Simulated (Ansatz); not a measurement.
Basis-set extrapolation for C2H6N2 (`N=CCN`) (PBE0-D4/def2-TZVP geometry, frozen core, the Gaussian-basis code of Ansatz). Multiplicity 1, RHF reference.

```tsv
	def2-TZVPP	def2-QZVPP
HF	-188.178742	-188.187699
MP2 correlation	-0.751028	-0.801757
CCSD(T) correlation	-0.814153	not run
```

Energies in hartree. Use E(X) = E(∞) + A·exp(−7.88·√X) for Hartree–Fock and E(X) = E(∞) + B·X^(−2.97) for correlation, with X = 3 and 4, and add CCSD(T) minus MP2 of the smaller set to the MP2 limit.

**Question.** What is the CCSD(T) energy at the basis-set limit?

**Answer.** HF limit: -188.187699 + (-0.008957) × 0.13774 = -188.18893. MP2 limit: -0.801757 + (-0.050729) × 0.74074 = -0.83933. Higher-order term: -0.814153 − (-0.751028) = -0.06312. Total: -189.09138 hartree, 61.8 kcal/mol below CCSD(T)/def2-TZVPP.
